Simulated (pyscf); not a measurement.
Structures and frequencies: ωB97X-D3(BJ)/def2-SVP in PySCF.

**Question.** cyclopropane (SMILES C1CC1) + Cl atom (Cl•) → •H₂C–CH₂–CH₂–Cl
Surface: doublet. Broken: C–C. Formed: C–Cl. Give ΔE‡ and ΔE from ωB97M-D3(BJ)/def2-TZVP, relative to the separated reactants.

**Answer.** ΔE‡ = 4.8 kcal/mol, ΔE = -23.3 kcal/mol. Zero-point energy shifts the barrier by -0.7 kcal/mol. It is a ring opening by addition, with an imaginary mode of 804i cm⁻¹. On the reactant side the descent ends in what is likely a three-electron adduct, which functionals tend to overbind, 4.1 kcal/mol under the separated species and 9.3 kcal/mol under the saddle at ωB97X-D3(BJ)/def2-TZVP. cyclopropane lies 6.6 kcal/mol over its isomer H₂C=CH–CH₃, and others may lie lower still (electronic energy, ωB97M-D3(BJ)). •H₂C–CH₂–CH₂–Cl lies 9.2 kcal/mol over its isomer H₃C–C•(CH₃)–Cl, and others may lie lower still (electronic energy, ωB97M-D3(BJ)). This is the saddle that the search found; another between the same sides may lie lower. Left out: the spin-orbit lowering of Cl.
